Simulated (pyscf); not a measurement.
H₂N–Ti(Cl)(Cl)–Cl (SMILES [NH2][Ti]([Cl])([Cl])[Cl]) + HCl (SMILES Cl) → H₂N–Ti(Cl)(Cl)–Cl (SMILES [NH2][Ti]([Cl])([Cl])[Cl]) + HCl (SMILES Cl) (four-centre exchange; singlet surface; Cl–Ti, Cl–H broken, Cl–Ti, Cl–H formed). PySCF, gas phase, ωB97X-D3(BJ)/def2-SVP geometries. Energies in kcal/mol from the separated reactants.

| level | barrier | reaction energy |
|---|---|---|
| ωB97X-D3(BJ)/def2-TZVP | 7.5 | 0.0 |
| PBE/def2-TZVP | 7.3 | 0.0 |
| B3LYP-D3(BJ)/def2-TZVP | 9.1 | 0.0 |
| PBE0-D3(BJ)/def2-TZVP | 7.2 | 0.0 |
| M06-2X/def2-TZVP | [?] | 0.0 |
| ωB97M-D3(BJ)/def2-TZVP | [?] | 0.0 |

Task: Some entries are withheld; supply them.

Result: 
- M06-2X/def2-TZVP, barrier: 8.8
- ωB97M-D3(BJ)/def2-TZVP, barrier: 11.3

The functionals in the table span 4.0 kcal/mol in this barrier, from PBE0-D3(BJ) to ωB97M-D3(BJ). On the reactant side the descent ends in a complex, 5.0 kcal/mol under the separated species and 12.5 kcal/mol under the saddle at ωB97X-D3(BJ)/def2-TZVP. On the product side the descent ends in a complex, 5.0 kcal/mol under the separated species and 12.5 kcal/mol under the saddle at ωB97X-D3(BJ)/def2-TZVP. This is the saddle that the search found; another between the same sides may lie lower.
